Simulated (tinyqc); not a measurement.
Worked calculation (part 2 of 2): UKS/PBE0 in the sto-6g basis, for H2O, spin multiplicity 3. Computed by tinyqc, a small Python program that keeps every step (integrals from PySCF). Command: `OMP_NUM_THREADS=1 python tinyqc.py 30564 30565 out.jsonl` (the two numbers bound the seeds that draw the settings). One thread of a shared host (Intel(R) Xeon(R) Processor @ 2.60GHz), about 3 s of CPU time with the checks.

Geometry (angstrom):
```
atom        x         y        z
O     0.00000   0.00000  0.00000
H     0.00000   0.77700  0.58100
H     0.00000  -0.77700  0.58100
```

## Iteration 2: exchange-correlation on the grid

D(alpha) after iteration 1, lower triangle:
```
           1O 1s     1O 2s   1O 2px    1O 2py    1O 2pz    2H 1s    3H 1s
1O 1s    1.06611
1O 2s   -0.32513   1.73411
1O 2px   0.00000   0.00000  1.00000
1O 2py   0.00000   0.00000  0.00000   0.43157
1O 2pz  -0.03906   0.32707  0.00000   0.00000   1.15786
2H 1s    0.08402  -0.70353  0.00000   0.26203  -0.33956  0.88948
3H 1s    0.08402  -0.70353  0.00000  -0.26203  -0.33956  0.57129  0.88948
```

D(beta) after iteration 1, lower triangle:
```
           1O 1s     1O 2s   1O 2px    1O 2py   1O 2pz     2H 1s    3H 1s
1O 1s    1.04976
1O 2s   -0.20951   0.91632
1O 2px   0.00000   0.00000  0.00000
1O 2py   0.00000   0.00000  0.00000   0.45907
1O 2pz   0.04334  -0.25574  0.00000   0.00000  0.74251
2H 1s   -0.02065   0.03681  0.00000   0.25767  0.18806   0.20477
3H 1s   -0.02065   0.03681  0.00000  -0.25767  0.18806  -0.08447  0.20477
```

Becke grid with 10 radial and 26 angular points per atom, points of zero weight dropped. rho = sum D_ij phi_i phi_j; V_xc,ij = sum w v_xc phi_i phi_j plus the gradient terms; v_xc is d(rho eps)/d rho(s) for spin s at fixed gradient. Exact exchange is left to K.

The 12 grid points with the largest w rho, of 776 (bohr, atomic units):
```
x                y         z        w  rho(alpha)  rho(beta)    eps_xc  v_xc(alpha)
0.00000    0.00000  -1.19069  0.54324     0.16587    0.15837  -0.44693     -0.55754
0.00000    0.00000   1.19069  0.47775     0.17375    0.13273  -0.44056     -0.55714
0.00000    0.00000  -0.66324  0.11167     0.54571    0.51954  -0.63628     -0.83901
0.00000    0.84195  -0.84195  0.43279     0.13670    0.13643  -0.42475     -0.52402
0.00000   -0.84195  -0.84195  0.43279     0.13670    0.13643  -0.42475     -0.52402
-0.84195   0.00000  -0.84195  0.43459     0.16571    0.10364  -0.42759     -0.54856
0.84195    0.00000  -0.84195  0.43459     0.16571    0.10364  -0.42759     -0.54856
0.00000    0.00000   0.66324  0.11124     0.66766    0.37065  -0.63944     -0.88046
-1.19069   0.00000   0.00000  0.54254     0.17160    0.03955  -0.41737     -0.53769
1.19069    0.00000   0.00000  0.54254     0.17160    0.03955  -0.41737     -0.53769
0.84195    0.00000   0.84195  0.41844     0.17659    0.07950  -0.42721     -0.55120
-0.84195   0.00000   0.84195  0.41844     0.17659    0.07950  -0.42721     -0.55120
```

electrons on the grid, sum of w rho = 10.02293

E_xc = sum of w rho eps_xc = -7.1315572 hartree

V_xc(alpha) (hartree), lower triangle:
```
           1O 1s     1O 2s    1O 2px    1O 2py    1O 2pz     2H 1s     3H 1s
1O 1s   -2.34879
1O 2s   -0.28292  -0.62719
1O 2px   0.00000   0.00000  -0.62808
1O 2py   0.00000   0.00000   0.00000  -0.61360
1O 2pz  -0.00174  -0.01592   0.00000   0.00000  -0.63885
2H 1s   -0.07357  -0.24524   0.00000  -0.15145  -0.12080  -0.41580
3H 1s   -0.07357  -0.24524   0.00000   0.15145  -0.12080  -0.09903  -0.41580
```

V_xc(beta) (hartree), lower triangle:
```
           1O 1s     1O 2s    1O 2px    1O 2py    1O 2pz     2H 1s     3H 1s
1O 1s   -2.32330
1O 2s   -0.27138  -0.56513
1O 2px   0.00000   0.00000  -0.51249
1O 2py   0.00000   0.00000   0.00000  -0.58560
1O 2pz   0.00179   0.00153   0.00000   0.00000  -0.59646
2H 1s   -0.07090  -0.22308   0.00000  -0.14180  -0.10859  -0.36474
3H 1s   -0.07090  -0.22308   0.00000   0.14180  -0.10859  -0.08959  -0.36474
```

## Iteration 2: building the Kohn-Sham matrix

core Hamiltonian H = T + V (hartree), lower triangle:
```
            1O 1s     1O 2s    1O 2px    1O 2py    1O 2pz     2H 1s     3H 1s
1O 1s   -33.02198
1O 2s    -7.29945  -9.23502
1O 2px    0.00000   0.00000  -7.46473
1O 2py    0.00000   0.00000   0.00000  -7.62096
1O 2pz   -0.01915  -0.21404   0.00000   0.00000  -7.55208
2H 1s    -1.71082  -3.65287   0.00000  -2.01919  -1.57749  -5.02255
3H 1s    -1.71082  -3.65287   0.00000   2.01919  -1.57749  -1.51254  -5.02255
```

nuclear repulsion = 9.0674137 hartree

Given earlier and not repeated: Two-electron integrals (ij|kl) in chemists' order.

J_ij = sum D_kl (ij|kl) with D = D(alpha) + D(beta), K_ij = sum D_kl (ik|jl) for each spin; F = H + J - 0.25 K(s) + V_xc; E = tr D H + tr D J / 2 - 0.125 sum_s tr D(s) K(s) + E_xc + E_nn.

Coulomb J (hartree), lower triangle:
```
           1O 1s    1O 2s   1O 2px    1O 2py   1O 2pz    2H 1s    3H 1s
1O 1s   17.25504
1O 2s    3.05648  8.06018
1O 2px   0.00000  0.00000  7.98766
1O 2py   0.00000  0.00000  0.00000   8.08356
1O 2pz   0.01162  0.12772  0.00000   0.00000  8.10931
2H 1s    0.73383  3.19924  0.00000   1.96140  1.51673  5.14569
3H 1s    0.73383  3.19924  0.00000  -1.96140  1.51673  1.35118  5.14569
```

exchange K(alpha) (hartree), lower triangle:
```
          1O 1s    1O 2s   1O 2px    1O 2py   1O 2pz    2H 1s    3H 1s
1O 1s   4.93737
1O 2s   0.77698  1.39899
1O 2px  0.00000  0.00000  1.17720
1O 2py  0.00000  0.00000  0.00000   0.95641
1O 2pz  0.00320  0.05069  0.00000   0.00000  1.19807
2H 1s   0.19879  0.57146  0.00000   0.36113  0.24677  0.78043
3H 1s   0.19879  0.57146  0.00000  -0.36113  0.24677  0.26340  0.78043
```

exchange K(beta) (hartree), lower triangle:
```
          1O 1s     1O 2s   1O 2px    1O 2py   1O 2pz    2H 1s    3H 1s
1O 1s   4.87872
1O 2s   0.73025   1.13760
1O 2px  0.00000   0.00000  0.26058
1O 2py  0.00000   0.00000  0.00000   0.89961
1O 2pz  0.00160  -0.04671  0.00000   0.00000  1.01065
2H 1s   0.18652   0.50837  0.00000   0.33209  0.25257  0.56557
3H 1s   0.18652   0.50837  0.00000  -0.33209  0.25257  0.18593  0.56557
```

F(alpha) (hartree), lower triangle:
```
            1O 1s     1O 2s    1O 2px    1O 2py    1O 2pz     2H 1s     3H 1s
1O 1s   -19.35006
1O 2s    -4.72014  -2.15178
1O 2px    0.00000   0.00000  -0.39945
1O 2py    0.00000   0.00000   0.00000  -0.39010
1O 2pz   -0.01007  -0.11491   0.00000   0.00000  -0.38114
2H 1s    -1.10026  -0.84174   0.00000  -0.29953  -0.24326  -0.48776
3H 1s    -1.10026  -0.84174   0.00000   0.29953  -0.24326  -0.32624  -0.48776
```

F(beta) (hartree), lower triangle:
```
            1O 1s     1O 2s    1O 2px    1O 2py    1O 2pz     2H 1s     3H 1s
1O 1s   -19.30992
1O 2s    -4.69691  -2.02438
1O 2px    0.00000   0.00000  -0.05470
1O 2py    0.00000   0.00000   0.00000  -0.34790
1O 2pz   -0.00613  -0.07312   0.00000   0.00000  -0.29189
2H 1s    -1.09453  -0.80380   0.00000  -0.28261  -0.23249  -0.38299
3H 1s    -1.09453  -0.80380   0.00000   0.28261  -0.23249  -0.29743  -0.38299
```

total energy of this density = -75.6119880 hartree

## Iteration 2: diagonalisation and new density

X:
```
               1         2         3        4         5         6        7
1O 1s   -0.29544   0.00000   0.76042  0.00000  -0.61422   0.00000  0.15272
1O 2s    1.17536   0.00000  -0.29276  0.00000  -0.29257   0.00000  0.42583
1O 2px   0.00000   0.00000   0.00000  1.00000   0.00000   0.00000  0.00000
1O 2py   0.00000   0.93163   0.00000  0.00000   0.00000   0.68676  0.00000
1O 2pz   0.53119   0.00000   0.64312  0.00000   0.65207   0.00000  0.19209
2H 1s   -0.74194  -0.86035  -0.15307  0.00000   0.12397   0.37183  0.37565
3H 1s   -0.74194   0.86035  -0.15307  0.00000   0.12397  -0.37183  0.37565
```

Diagonalise F' = X^T F X, C = X C', fill 6 alpha and 4 beta electrons from the bottom; D(s) = C_occ C_occ^T. Each column has its largest component positive (the first on a tie).

F' = X^T F X (alpha) (hartree), lower triangle:
```
          1        2         3         4         5         6         7
1  -0.17258
2   0.00000  0.38262
3   1.42524  0.00000  -8.97697
4   0.00000  0.00000   0.00000  -0.39945
5  -1.14863  0.00000   8.54950   0.00000  -8.93730
6   0.00000  0.00019   0.00000   0.00000   0.00000  -0.53460
7   0.15971  0.00000  -3.66279   0.00000   3.81137   0.00000  -2.57997
```

orbital energies (alpha) (hartree): MO1 -19.35417, MO2 -1.09273, MO3 -0.53460, MO4 -0.40212, MO5 -0.39945, MO6 0.18219, MO7 0.38262

coefficients C (alpha):
```
             MO1       MO2       MO3       MO4      MO5       MO6       MO7
1O 1s    0.99606  -0.23305   0.00000   0.07960  0.00000  -0.11540   0.00000
1O 2s    0.01869   0.90495   0.00000  -0.43102  0.00000   0.85383   0.00000
1O 2px   0.00000   0.00000   0.00000   0.00000  1.00000   0.00000   0.00000
1O 2py   0.00000   0.00000   0.68657   0.00000  0.00000   0.00000   0.93177
1O 2pz   0.00271   0.13978   0.00000   0.83939  0.00000   0.65858   0.00000
2H 1s   -0.00460   0.10108   0.37201   0.22141  0.00000  -0.81922  -0.86028
3H 1s   -0.00460   0.10108  -0.37201   0.22141  0.00000  -0.81922   0.86028
```

F' = X^T F X (beta) (hartree), lower triangle:
```
          1         2         3         4         5         6         7
1   0.06971
2   0.00000   0.47747
3   1.46677   0.00000  -8.92200
4   0.00000   0.00000   0.00000  -0.05470
5  -1.14675   0.00000   8.55996   0.00000  -8.88371
6   0.00000  -0.02968   0.00000   0.00000   0.00000  -0.47641
7   0.18472   0.00000  -3.66753   0.00000   3.81645   0.00000  -2.47615
```

orbital energies (beta) (hartree): MO1 -19.31354, MO2 -0.97003, MO3 -0.47733, MO4 -0.33937, MO5 -0.05470, MO6 0.41078, MO7 0.47839

coefficients C (beta):
```
             MO1       MO2       MO3       MO4      MO5       MO6       MO7
1O 1s    0.99632  -0.22859   0.00000   0.07565  0.00000  -0.12438   0.00000
1O 2s    0.01746   0.87581   0.00000  -0.41788  0.00000   0.89002   0.00000
1O 2px   0.00000   0.00000   0.00000   0.00000  1.00000   0.00000   0.00000
1O 2py   0.00000   0.00000   0.71538   0.00000  0.00000   0.00000   0.90984
1O 2pz   0.00228   0.09509   0.00000   0.83854  0.00000   0.66758   0.00000
2H 1s   -0.00424   0.13172   0.34492   0.22753  0.00000  -0.81317  -0.87149
3H 1s   -0.00424   0.13172  -0.34492   0.22753  0.00000  -0.81317   0.87149
```

D(alpha) after iteration 2, lower triangle:
```
           1O 1s     1O 2s   1O 2px    1O 2py    1O 2pz    2H 1s    3H 1s
1O 1s    1.06611
1O 2s   -0.32513   1.73411
1O 2px   0.00000   0.00000  1.00000
1O 2py   0.00000   0.00000  0.00000   0.47138
1O 2pz  -0.03906   0.32707  0.00000   0.00000   1.15786
2H 1s    0.08402  -0.70353  0.00000   0.25541  -0.33956  0.86877
3H 1s    0.08402  -0.70353  0.00000  -0.25541  -0.33956  0.59200  0.86877
```

D(beta) after iteration 2, lower triangle:
```
           1O 1s     1O 2s   1O 2px    1O 2py   1O 2pz     2H 1s    3H 1s
1O 1s    1.05064
1O 2s   -0.21442   0.94197
1O 2px   0.00000   0.00000  0.00000
1O 2py   0.00000   0.00000  0.00000   0.51176
1O 2pz   0.04397  -0.26709  0.00000   0.00000  0.71219
2H 1s   -0.01712   0.02021  0.00000   0.24675  0.20331   0.18811
3H 1s   -0.01712   0.02021  0.00000  -0.24675  0.20331  -0.04983  0.18811
```

## Iteration 8 (converged): orbitals

converged F(alpha) (hartree), lower triangle:
```
            1O 1s     1O 2s    1O 2px    1O 2py    1O 2pz     2H 1s     3H 1s
1O 1s   -19.32226
1O 2s    -4.71475  -2.13962
1O 2px    0.00000   0.00000  -0.38614
1O 2py    0.00000   0.00000   0.00000  -0.37887
1O 2pz   -0.01103  -0.12029   0.00000   0.00000  -0.37162
2H 1s    -1.09905  -0.83883   0.00000  -0.29776  -0.24427  -0.48708
3H 1s    -1.09905  -0.83883   0.00000   0.29776  -0.24427  -0.32652  -0.48708
```

converged F(beta) (hartree), lower triangle:
```
            1O 1s     1O 2s    1O 2px    1O 2py    1O 2pz     2H 1s     3H 1s
1O 1s   -19.28233
1O 2s    -4.69107  -2.01184
1O 2px    0.00000   0.00000  -0.04180
1O 2py    0.00000   0.00000   0.00000  -0.33973
1O 2pz   -0.00689  -0.07632   0.00000   0.00000  -0.27405
2H 1s    -1.09326  -0.80023   0.00000  -0.28092  -0.23385  -0.38346
3H 1s    -1.09326  -0.80023   0.00000   0.28092  -0.23385  -0.29875  -0.38346
```

As before.

F' = X^T F X (alpha) (hartree), lower triangle:
```
          1        2         3         4         5         6         7
1  -0.16788
2   0.00000  0.38813
3   1.42010  0.00000  -8.95685
4   0.00000  0.00000   0.00000  -0.38614
5  -1.14678  0.00000   8.54379   0.00000  -8.91806
6   0.00000  0.00591   0.00000   0.00000   0.00000  -0.52723
7   0.16319  0.00000  -3.66067   0.00000   3.80426   0.00000  -2.57504
```

orbital energies (alpha) (hartree): MO1 -19.32641, MO2 -1.08380, MO3 -0.52727, MO4 -0.39127, MO5 -0.38614, MO6 0.18364, MO7 0.38817

coefficients C (alpha):
```
             MO1       MO2       MO3       MO4      MO5       MO6       MO7
1O 1s    0.99604  -0.23218   0.00000   0.08222  0.00000  -0.11550   0.00000
1O 2s    0.01880   0.89945   0.00000  -0.44322  0.00000   0.85341   0.00000
1O 2px   0.00000   0.00000   0.00000   0.00000  1.00000   0.00000   0.00000
1O 2py   0.00000   0.00000   0.68074   0.00000  0.00000   0.00000   0.93604
1O 2pz   0.00278   0.14608   0.00000   0.83494  0.00000   0.66286   0.00000
2H 1s   -0.00464   0.10459   0.37737   0.22442  0.00000  -0.81796  -0.85794
3H 1s   -0.00464   0.10459  -0.37737   0.22442  0.00000  -0.81796   0.85794
```

F' = X^T F X (beta) (hartree), lower triangle:
```
          1         2         3         4         5         6         7
1   0.07546
2   0.00000   0.48039
3   1.46606   0.00000  -8.89924
4   0.00000   0.00000   0.00000  -0.04180
5  -1.14003   0.00000   8.55717   0.00000  -8.86211
6   0.00000  -0.02581   0.00000   0.00000   0.00000  -0.47060
7   0.19160   0.00000  -3.66389   0.00000   3.81021   0.00000  -2.47071
```

orbital energies (beta) (hartree): MO1 -19.28597, MO2 -0.96033, MO3 -0.47130, MO4 -0.32530, MO5 -0.04180, MO6 0.41501, MO7 0.48109

coefficients C (beta):
```
             MO1       MO2       MO3       MO4      MO5       MO6       MO7
1O 1s    0.99631  -0.22771   0.00000   0.07888  0.00000  -0.12410   0.00000
1O 2s    0.01752   0.87004   0.00000  -0.43593  0.00000   0.88702   0.00000
1O 2px   0.00000   0.00000   0.00000   0.00000  1.00000   0.00000   0.00000
1O 2py   0.00000   0.00000   0.71177   0.00000  0.00000   0.00000   0.91266
1O 2pz   0.00233   0.09867   0.00000   0.82874  0.00000   0.67919   0.00000
2H 1s   -0.00426   0.13591   0.34836   0.23761  0.00000  -0.80959  -0.87012
3H 1s   -0.00426   0.13591  -0.34836   0.23761  0.00000  -0.80959   0.87012
```

D(alpha) after iteration 8, lower triangle:
```
           1O 1s     1O 2s   1O 2px    1O 2py    1O 2pz    2H 1s    3H 1s
1O 1s    1.06611
1O 2s   -0.32513   1.73411
1O 2px   0.00000   0.00000  1.00000
1O 2py   0.00000   0.00000  0.00000   0.46340
1O 2pz  -0.03906   0.32707  0.00000   0.00000   1.15786
2H 1s    0.08402  -0.70353  0.00000   0.25689  -0.33956  0.87280
3H 1s    0.08402  -0.70353  0.00000  -0.25689  -0.33956  0.58797  0.87280
```

D(beta) after iteration 8, lower triangle:
```
           1O 1s     1O 2s   1O 2px    1O 2py   1O 2pz     2H 1s    3H 1s
1O 1s    1.05071
1O 2s   -0.21505   0.94731
1O 2px   0.00000   0.00000  0.00000
1O 2py   0.00000   0.00000  0.00000   0.50662
1O 2pz   0.04523  -0.27538  0.00000   0.00000  0.69656
2H 1s   -0.01645   0.01459  0.00000   0.24796  0.21031   0.19630
3H 1s   -0.01645   0.01459  0.00000  -0.24796  0.21031  -0.04641  0.19630
```

## Convergence

Stop when the energy changes by less than 1e-09 hartree and every element of the error matrix X^T (F D S - S D F) X (for each spin) is below 9e-06.

Course of the cycle:
```
iteration  E (hartree)     change  largest element of the error matrix
1          -75.3410278          -                             3.66e-01
2          -75.6119880  -2.71e-01                             3.91e-02
3          -75.6147683  -2.78e-03                             9.40e-03
4          -75.6149755  -2.07e-04                             4.96e-03
5          -75.6150125  -3.70e-05                             3.31e-04
6          -75.6150128  -3.59e-07                             2.89e-05
7          -75.6150128  -2.32e-09                             1.47e-06
8          -75.6150128  -4.89e-12                             2.70e-08
```

PySCF UKS in the same basis, fine grid, after a stability check = -75.5986496 hartree

Converged in 8 iterations. The coarse grid moves the energy by -1.64e-02 hartree.

## Populations, bond orders and dipole

overlap S, lower triangle:
```
          1O 1s    1O 2s   1O 2px    1O 2py   1O 2pz    2H 1s    3H 1s
1O 1s   1.00000
1O 2s   0.23114  1.00000
1O 2px  0.00000  0.00000  1.00000
1O 2py  0.00000  0.00000  0.00000   1.00000
1O 2pz  0.00000  0.00000  0.00000   0.00000  1.00000
2H 1s   0.05380  0.46832  0.00000   0.31087  0.23245  1.00000
3H 1s   0.05380  0.46832  0.00000  -0.31087  0.23245  0.23755  1.00000
```

Mulliken: Z minus the diagonal of D S on the atom; Loewdin: the same with S^(1/2) D S^(1/2); Mayer order: 2 sum_s sum (D(s) S)_ij (D(s) S)_ji over the two atoms.

Charges (e):
```
atom  Mulliken   Loewdin  Mulliken spin
1O     0.01127   0.09446        1.25751
2H    -0.00563  -0.04723        0.37125
3H    -0.00563  -0.04723        0.37125
```

Mayer bond orders:
```
pair    order
2-1   0.66704
3-1   0.66704
3-2   0.19511
```

dipole moment about the origin, x y z (debye): 0.00000  0.00000  0.04774

<S^2> of the determinant (pure state: 2) = 2.00113
